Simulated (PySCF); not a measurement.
Simulated outer-valence photoelectron spectrum of `COCC=O` (methoxyacetaldehyde). Level of theory: EOM-IP-CCSD/aug-cc-pVDZ in PySCF, restricted Hartree–Fock reference, frozen core, non-relativistic, gas phase, PBE0-D3(BJ)/def2-SVP geometry.

Each root has a Gaussian of 0.5 eV full width with its one-hole share as area; cross sections and vibrations are left out, and the highest printed point is 100.

ionisation energy (eV), intensity and a bar:
```
      9.0          0 
      9.2          3 #
      9.4         22 #######
      9.6         57 #################
      9.8         62 ###################
     10.0         28 ########
     10.2          5 ##
     10.4          1 
     10.6          8 ##
     10.8         36 ###########
     11.0         66 ####################
     11.2         49 ###############
     11.4         15 ####
     11.6          2 #
     11.8          4 #
     12.0         23 #######
     12.2         58 #################
     12.4         62 ##################
     12.6         27 ########
     12.8          7 ##
     13.0         16 #####
     13.2         50 ###############
     13.4         66 ####################
     13.6         35 ###########
     13.8          8 ##
     14.0          1 
     14.2          7 ##
     14.4         35 ###########
     14.6         79 ########################
     14.8        100 ##############################
     15.0         86 ##########################
     15.2         58 #################
     15.4         61 ##################
     15.6         65 ####################
     15.8         33 ##########
     16.0         13 ####
     16.2         31 #########
     16.4         63 ###################
     16.6         53 ################
     16.8         19 ######
     17.0          3 #
     17.2          0
```

Q: Where are the maxima, and how many lines lie under the curve?

A: 7 maxima, at 9.7, 11.0, 12.3, 13.4, 14.8, 15.5 and 16.5 eV, from 8 lines. At this width some lines have no maximum of their own.

Q: List the lines with their holes.

A: 
| E (eV) | leading hole (HF orbital) | area | Koopmans (eV) |
| --- | --- | --- | --- |
| 9.72 | HOMO | 0.95 | 11.27 |
| 11.03 | HOMO-1 | 0.95 | 12.83 |
| 12.31 | HOMO-2 | 0.95 | 13.59 |
| 13.36 | HOMO-3 | 0.95 | 14.23 |
| 14.65 | HOMO-4 | 0.95 | 15.54 |
| 14.97 | HOMO-5 | 0.95 | 16.27 |
| 15.55 | HOMO-6 | 0.94 | 17.37 |
| 16.46 | HOMO-7 | 0.94 | 18.50 |

The widest gap, 1.31 eV, lies between 9.72 and 11.03 eV. Only orbitals with −ε under 21 eV, eight at most, were ionised, so the high end of the curve may lack lines.

The run took 9.7 min of wall time on an Arm Neoverse V1 with one thread, on a shared host, and the process peaked at 3.0 GiB of memory.

The values belong to the conformer `[CH3:1][O:2][CH2:3][CH:4]=[O:5]`: C1–O2–C3–C4 -76°, O2–C3–C4–O5 162°.
